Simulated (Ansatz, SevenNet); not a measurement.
**Pyrite PtSb₂: properties by level of theory**

Reference values: lattice constant a 6.44 Å (measured, temperature not stated, no zero-point or thermal correction; as tabulated in Saeed et al. (2013), arXiv:1402.4256).

```tsv
level (code)	lattice constant a (Å)	enthalpy of formation (eV/atom)
SevenNet-0	6.563	-0.485
SevenNet-l3i5	6.551	-0.487
LDA (Ansatz)	6.422	-0.506
PBE (Ansatz)	6.553	-0.467
PBEsol (Ansatz)	6.463	-0.496
HSE06 (Ansatz)	6.465	-0.625
```

Machine-learned potentials (SevenNet-0, SevenNet-l3i5) are trained on DFT data: a solid inside that data is no test of them.

Caveats: an element that serves as reference has a cell well above its measured volume (PBE). Ansatz's density-functional and Hartree–Fock values are scalar-relativistic unless marked +SOC, with PAW data made under PBE.

The crystal itself was run without spin with LDA, PBE, PBEsol, HSE06; a magnetic state was not tried in these runs.

The computed numbers hold no vibrational or temperature effects.

Ansatz is a program for electronic structure.
